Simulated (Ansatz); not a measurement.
A made-up structure of Al2H2Cl, doublet:

```xyz
5
angstrom
Al -0.4822 0.9127 -0.5194
Al 0.6782 -1.2826 0.6665
Cl 1.4941 -2.8272 1.7086
H -2.2188 0.8804 -0.9133
H 0.5287 2.3167 -0.9423
```

It is relaxed with PBE-D4/def2-SVP and then PBE0-D4/def2-TZVP (Ansatz 0.2.0). Atoms count as bonded within 1.22 times the sum of their covalent radii (H–H: 0.88 Å). The end point is not checked to be a true minimum.

Question: Does its bonding change? (A judgement: the text doesn't fix the answer.)

Answer: Computed: No: no bond forms or breaks.

Where it ends: The first stage lowers the energy by 0.80 eV in 8 steps. It ends as Al₂H₂Cl ([AlH2][Al][Cl]):
| atom | x (Å) | y (Å) | z (Å) |
| --- | --- | --- | --- |
| Al1 | -0.4544 | 0.8626 | -0.3595 |
| Al2 | 0.7295 | -1.3951 | 0.0455 |
| Cl3 | 1.2645 | -2.3839 | 1.8363 |
| H4 | -1.9964 | 0.8172 | -0.7486 |
| H5 | 0.4567 | 2.0992 | -0.7737 |

Labels in which every atom is bracketed show which atoms are joined, not bond orders.

For scale, one of the runs: PBE0-D4/def2-TZVP relaxation, 123 basis functions, launched by `ansatz run in.yaml --threads 2 --pin off --events-out ev --progress --plain --max-ram 4352MiB`. Hardware: 2 CPU threads of an Arm Neoverse V2, shared host. Wall time about 28 s.
